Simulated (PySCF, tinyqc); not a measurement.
RKS/BP86 in the sto-3g basis, for BH, spin multiplicity 1, step by step. The lowest restricted solution is unstable here: a spin-polarised one lies 0.0006 hartree lower (PySCF). One step of it, computed by the program tinyqc.

Question. Iteration 1: building the Kohn-Sham matrix. J_ij = sum D_kl (ij|kl); F = H + J + V_xc; E = tr D H + tr D J / 2 + E_xc + E_nn.

D at the start, lower triangle:
```
            1B 1s      1B 2s    1B 2px    1B 2py     1B 2pz     2H 1s
1B 1s    0.006155
1B 2s   -0.043941   0.313723
1B 2px   0.000000   0.000000  2.000000
1B 2py   0.000000   0.000000  0.000000  2.000000
1B 2pz  -0.045479   0.324699  0.000000  0.000000   0.336060
2H 1s    0.132495  -0.945964  0.000000  0.000000  -0.979061  2.852350
```

core Hamiltonian H = T + V (hartree), lower triangle:
```
             1B 1s      1B 2s     1B 2px     1B 2py     1B 2pz      2H 1s
1B 1s   -12.696123
1B 2s    -3.288337  -3.781994
1B 2px    0.000000   0.000000  -2.957980
1B 2py    0.000000   0.000000   0.000000  -2.957980
1B 2pz   -0.013217  -0.125243   0.000000   0.000000  -3.044579
2H 1s    -0.500234  -1.246185   0.000000   0.000000  -1.218354  -2.330695
```

Two-electron integrals (ij|kl) in chemists' order, unique and non-zero (hartree):
```
(11|11) 2.923513   (21|11) 0.518376   (21|21) 0.109262   (22|11) 0.744229
(22|21) 0.193177   (22|22) 0.544804   (31|31) 0.020264   (32|31) 0.029996
(32|32) 0.120346   (33|11) 0.742491   (33|21) 0.193240   (33|22) 0.544682
(33|33) 0.586773   (41|41) 0.020264   (42|41) 0.029996   (42|42) 0.120346
(43|43) 0.031630   (44|11) 0.742491   (44|21) 0.193240   (44|22) 0.544682
(44|33) 0.523513   (44|44) 0.586773   (51|51) 0.020264   (52|51) 0.029996
(52|52) 0.120346   (53|53) 0.031630   (54|54) 0.031630   (55|11) 0.742491
(55|21) 0.193240   (55|22) 0.544682   (55|33) 0.523513   (55|44) 0.523513
(55|55) 0.586773   (61|11) 0.077310   (61|21) 0.016248   (61|22) 0.028859
(61|33) 0.028726   (61|44) 0.028726   (61|51) 0.001148   (61|52) 0.002135
(61|55) 0.029142   (61|61) 0.002489   (62|11) 0.203801   (62|21) 0.053823
(62|22) 0.169255   (62|33) 0.164260   (62|44) 0.164260   (62|51) 0.005890
(62|52) 0.037341   (62|55) 0.179078   (62|61) 0.008547   (62|62) 0.075584
(63|31) 0.005135   (63|32) 0.024617   (63|53) 0.006786   (63|63) 0.007834
(64|41) 0.005135   (64|42) 0.024617   (64|54) 0.006786   (64|64) 0.007834
(65|11) 0.197892   (65|21) 0.052919   (65|22) 0.175567   (65|33) 0.166350
(65|44) 0.166350   (65|51) 0.010061   (65|52) 0.059592   (65|55) 0.193808
(65|61) 0.008766   (65|62) 0.091511   (65|65) 0.116373   (66|11) 0.372576
(66|21) 0.100160   (66|22) 0.357505   (66|33) 0.336941   (66|44) 0.336941
(66|51) 0.012499   (66|52) 0.107123   (66|55) 0.398150   (66|61) 0.016130
(66|62) 0.210267   (66|65) 0.275453   (66|66) 0.774606
```

nuclear repulsion = 1.87518501 hartree

V_xc (hartree), lower triangle:
```
            1B 1s      1B 2s     1B 2px     1B 2py     1B 2pz      2H 1s
1B 1s   -0.368116
1B 2s   -0.147287  -0.452359
1B 2px   0.000000   0.000000  -0.492308
1B 2py   0.000000   0.000000   0.000000  -0.492308
1B 2pz   0.003457  -0.016873   0.000000   0.000000  -0.384770
2H 1s   -0.021031  -0.157655   0.000000   0.000000  -0.173168  -0.532079
```

E_xc = sum of w rho eps_xc = -2.43793635 hartree

Give: Coulomb J; Kohn-Sham matrix F; total energy of this density.

Answer.

Coulomb J (hartree), lower triangle:
```
         1B 1s   1B 2s  1B 2px  1B 2py  1B 2pz   2H 1s
1B 1s   3.7355
1B 2s   0.9766  2.8837
1B 2px  0.0000  0.0000  2.8872
1B 2py  0.0000  0.0000  0.0000  2.8872
1B 2pz  0.0227  0.1942  0.0000  0.0000  2.8748
2H 1s   0.1474  1.0704  0.0000  0.0000  1.2070  2.9322
```

Kohn-Sham matrix F (hartree), lower triangle:
```
          1B 1s    1B 2s   1B 2px   1B 2py   1B 2pz   2H 1s
1B 1s   -9.3287
1B 2s   -2.4590  -1.3507
1B 2px   0.0000   0.0000  -0.5631
1B 2py   0.0000   0.0000   0.0000  -0.5631
1B 2pz   0.0130   0.0521   0.0000   0.0000  -0.5546
2H 1s   -0.3739  -0.3335   0.0000   0.0000  -0.1846  0.0694
```

total energy of this density = -7.763344 hartree

This density is the starting one.
